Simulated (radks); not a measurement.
# O⁴⁺ in [He] 2s2: an all-electron calculation

The task here is to estimate one member of a computed series from the others.

The numbers are computed with radks (a radial shooting solver on a logarithmic mesh, Libxc functionals) version 1 (non-relativistic Kohn-Sham, LDA (Slater exchange, Perdew-Wang correlation), spin-unpolarised, spherical densities, point nucleus), except any that are marked as measured or tabulated.

## What is computed

| Quantity | Value |
| --- | --- |
| element | oxygen (Z = 8) |
| charge | +4 |
| electrons | 4 |
| configuration | [He] 2s2 |

Outer shells as boxes (Hund's rule):

O⁴⁺
```
[He] core
2s [↑↓]
```

Set-up of the first run:

The run's settings:

```text
Z 8
configuration [He] 2s2 2p0 3s0 3d0
relativity non-relativistic
functional lda,pw
spin unpolarised
nucleus point
```

Run with:

```
$ python run_ks.py task.json out
```

The same process makes all the runs of this session.

Steps of the session up to this table: Self-consistent calculation.

One table of the session follows, with a row left open; its other results are not shown here.

It belongs to the step «Shells». Radial moments (bohr):

| level | <r> | outermost maximum (interpolated) | 90 % within | nodes |
| --- | --- | --- | --- | --- |
| 1s | ? | ? | ? | ? |
| 2s | 0.9342 | 0.785 | 1.44 | 1 |
| 2p | 0.8521 | 0.664 | 1.38 | 0 |
| 3s | 2.359 | 2.20 | 3.43 | 2 |
| 3d | 2.108 | 1.77 | 3.22 | 0 |

Estimate the missing values for 1s.

As computed: <r>: 0.1999; outermost maximum (interpolated): 0.130; 90 % within: 0.358; nodes: 0. In the column «<r>» it is the lowest.
